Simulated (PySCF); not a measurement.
**Frontier levels across methods**

C3H5N3.
Structure used (PBE0-D3(BJ)/def2-SVP), in Å, numbered top down from 1:
```xyz
11
C3H5N3 angstrom
C     -1.356    0.042    0.460
N      0.001   -0.002   -0.022
C      0.744   -1.099   -0.343
N      1.952   -0.749   -0.696
N      2.028    0.604   -0.608
C      0.864    1.037   -0.204
H     -1.779    1.037    0.273
H     -1.969   -0.697   -0.073
H     -1.406   -0.166    1.540
H      0.356   -2.117   -0.307
H      0.591    2.078   -0.033
```

Basis pcSseg-2 throughout (PySCF), one geometry. Isolated species at its PBE0-D3(BJ)/def2-SVP geometry, gas phase.

Task: How do the orbital energies, the gap and the dipole change with the method?

Result: 
```tsv
method	kind	HOMO (eV)	LUMO (eV)	gap (eV)	μ (D)	SCF cycles
B97-D	GGA	-5.69	-0.83	4.86	6.11	16
KT2	GGA	-5.94	-0.84	5.10	6.03	16
KT3	GGA	-5.95	-0.87	5.08	5.96	16
B3LYP	global hybrid	-7.04	-0.21	6.83	6.26	14
PBE0	global hybrid	-7.30	0.07	7.37	6.26	14
mPW1PW91	global hybrid	-7.34	0.05	7.39	6.26	14
```

The HOMO spans 1.65 eV, from B97-D down to mPW1PW91, and the gap runs from 4.86 eV (B97-D) to 7.39 eV (mPW1PW91). Over the methods B97-D (0 %), KT2 (0 %), KT3 (0 %), B3LYP (20 %), PBE0 (25 %), mPW1PW91 (25 %), a straight line through the gap against the share of exact exchange rises by 0.94 eV for each 10 % (correlation coefficient 0.997). The dipole ranges from 5.96 D (KT3) to 6.26 D (PBE0). This basis has no diffuse functions.
